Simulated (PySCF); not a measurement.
Telling isomers of C5H10O apart by NMR

Computed data (PySCF): GFN2-xTB geometry, shielding tensors at PBE0/pcSseg-1 (GIAO). One averaged value for each set of equivalent atoms, a single conformation, gas phase, non-relativistic Hamiltonian.

Referencing at the same level of theory: 1H (σref 31.72), 13C (σref 186.93) vs TMS. Where no couplings were computed, multiplicities follow the n + 1 count of equivalent neighbours, and m marks all less simple cases (inequivalent or close neighbours, rings, F or P nearby). Shifts are as computed. Against solution values, carbons near 30 ppm lie about +3 ppm off and those near 130 ppm about +5 ppm. Of 1211 compounds with measured shifts, 218 miss one by over three times the rms of a fit or turn the order of signals round; such compounds aren't used in these exercises.

(1) Tabulate the signals of `C/C=C(\C)OC`, `CCC(=O)CC`, `C=CCOCC` and their relative energies.

(2) What is the quickest way to tell CCC(=O)CC from C=CCOCC?

(3) What is the quickest way to tell C/C=C(\C)OC from C=CCOCC?

(4) What is the quickest way to tell C/C=C(\C)OC from CCC(=O)CC?

## Answers

(1) 
```tsv
SMILES	carbon types	δC	δH	E rel. (kcal/mol)
C/C=C(\C)OC	1×C 1×CH 3×CH3	161.3, 93.6, 55.2, 20.1, 15.1	4.21 (q, 1H), 3.57 (s, 3H), 1.98 (s, 3H), 1.71 (d, 3H)	23.9
CCC(=O)CC	1×C 2×CH2 2×CH3	215.4, 39.7, 9.5	2.35 (q, 4H), 1.10 (t, 6H)	0.0
C=CCOCC	1×CH 3×CH2 1×CH3	147.1, 120.1, 79.0, 71.0, 18.1	6.40 (m, 1H), 5.44 (m, 1H), 5.35 (m, 1H), 4.18 (d, 2H), 3.55 (q, 2H), 1.30 (t, 3H)	31.6
```

Energies are electronic energies at PBE0/pcSseg-1 on these geometries, without zero-point or thermal terms, each for the one conformer computed, which needn't be the lowest.

(2) Count the carbon signals: 3 against 5. The first has a ketone carbonyl carbon (C) at 215.4 ppm, the second an alkene CH at 147.1 ppm. In the proton spectra the most deshielded non-exchanging signals are 2.35 (q, 4H) and 6.40 (m, 1H).

(3) Both give the same number of carbon signals, but DEPT or the intensities differ. The first has an alkene carbon bearing oxygen (C) at 161.3 ppm, the second a terminal =CH2 carbon at 120.1 ppm. Their most deshielded carbons lie at 161.3 and 147.1 ppm. In the proton spectra the most deshielded non-exchanging signals are 4.21 (q, 1H) and 6.40 (m, 1H).

(4) Count the carbon signals: 5 against 3. The first has a β carbon of an enol-ether or enamine type C=C (CH) at 93.6 ppm, the second an sp3 CH2 α to a carbonyl at 39.7 ppm. Their most deshielded carbons lie at 161.3 and 215.4 ppm. In the proton spectra the most deshielded non-exchanging signals are 4.21 (q, 1H) and 2.35 (q, 4H).
